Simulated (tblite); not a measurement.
Compound: C₄H₉OP.
Atom-mapped SMILES: `[CH2:1]=[CH:2][P:3]([CH3:4])([CH3:5])=[O:6]` (hydrogens: H7, H8 on C1; H9 on C2; H10, H11, H12 on C4; H13, H14, H15 on C5)

Geometry (GFN2-xTB, Å), atoms numbered from 1 in this order:
```
atom  x, y, z in Å
C1     2.307    0.355    0.751
C2     0.992    0.432    0.845
P3    -0.022   -0.262   -0.491
C4    -1.152   -1.437    0.351
C5    -1.097    1.127   -1.022
O6     0.749   -0.864   -1.585
H7     2.979    0.744    1.500
H8     2.747   -0.117   -0.114
H9     0.490    0.892    1.684
H10   -1.685   -0.971    1.174
H11   -0.555   -2.269    0.717
H12   -1.859   -1.812   -0.387
H13   -0.465    1.873   -1.500
H14   -1.631    1.572   -0.189
H15   -1.803    0.745   -1.757
```

Computed values, GFN2-xTB/tblite, gas phase, harmonic and unscaled. The method is semi-empirical: single wavenumbers can be off by several per cent or more. One conformer, not necessarily the lowest.

Harmonic wavenumbers (cm⁻¹): 76.9, 143.0, 163.8, 184.9, 200.9, 224.7, 286.4, 331.7, 430.8, 543.9, 657.5, 724.4, 734.2, 800.4, 832.1, 869.1, 882.3, 910.1, 978.1, 1016.1, 1230.7, 1262.3, 1307.9, 1314.5, 1379.0, 1421.5, 1429.3, 1435.1, 1443.0, 1668.1, 3007.8, 3010.2, 3014.9, 3015.5, 3037.0, 3041.2, 3058.5, 3082.5, 3113.3.

A = 3737, B = 2252, C = 2199 MHz; mass 104.039 u (most abundant isotopes); point group Cs, symmetry number 1.

**Question.** Zero-point energy?

**Answer.** Half the sum of the wavenumbers: 26132 cm⁻¹ = 74.72 kcal/mol.

**Question.** Entropy at 298.15 K, 1 bar (ideal gas, RRHO, classical rotation)?

**Answer.** Translation 39.86, rotation 27.25, vibration 21.86: S = 89.0 cal/(mol K).

**Question.** And Cp and H(298.15 K) − H(0)?

**Answer.** Cp = 32.28 cal/(mol K), of which vibrations give 24.33 (their classical limit is 39 R = 77.5); H(298.15 K) − H(0) = 6.03 kcal/mol without the zero-point energy, 3.66 from vibrations.

**Question.** Blend soft modes into free rotors: weight 1/[1 + (100 cm⁻¹/ν̃)⁴] for the oscillator and the rest for a rotor with moment μB/(μ + B), μ = h/(8π²ν), B = 10⁻⁴⁴ kg m². What vibrational entropy results?

**Answer.** 21.17 cal/(mol K) in place of 21.86, which changes −T·S at 298.15 K by +0.20 kcal/mol.

**Question.** Which modes carry the vibrational entropy at 298.15 K?

**Answer.** 76.9 cm⁻¹: 3.97; 143.0 cm⁻¹: 2.76; 163.8 cm⁻¹: 2.51; 184.9 cm⁻¹: 2.28; 200.9 cm⁻¹: 2.12; 224.7 cm⁻¹: 1.92 cal/(mol K); the other 33 give 6.30 together.

**Question.** How do the functions run with temperature in this model?

**Answer.** 
| T (K) | S (cal/(mol K)) | Cp (cal/(mol K)) | H − H(0) (kcal/mol) | G − H(0) (kcal/mol) | ln q(vib) |
| --- | --- | --- | --- | --- | --- |
| 50 | 54.1 | 10.9 | 0.44 | -2.26 | 0.15 |
| 100 | 63.5 | 16.7 | 1.14 | -5.21 | 0.84 |
| 373.15 | 96.8 | 37.7 | 8.66 | -27.47 | 6.37 |
| 500 | 109.0 | 45.5 | 13.96 | -40.54 | 8.96 |
| 750 | 129.7 | 56.5 | 26.81 | -70.45 | 13.81 |
| 1000 | 147.0 | 63.9 | 41.92 | -105.10 | 18.27 |

q(vib) and H(0) count from the zero-point level.

Hindered rotation and anharmonicity are outside this model. Other conformers, if any are populated, would add a mixing term that is left out.
